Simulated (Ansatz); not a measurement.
**fcc Pd**

Method: r²SCAN (plane waves, PAW; Ansatz, a quantum-chemistry and plane-wave program).

Numerical settings: plane-wave cutoff 500 eV, 14×20×1 k mesh (along the axes of the cell as run), Fermi–Dirac smearing 0.1 eV, scalar-relativistic PAW data made under PBE.

Cell: relaxed at this level.

| Item | Result |
|---|---|
| surface energy of the (110) face | 1.83 J/m² |
| work function of the (110) face | 4.80 eV |

The slab of 12 atoms is relaxed and unreconstructed.

The computed numbers hold no vibrational or temperature effects.

Cost on a shared machine: very roughly 30 core-minutes.
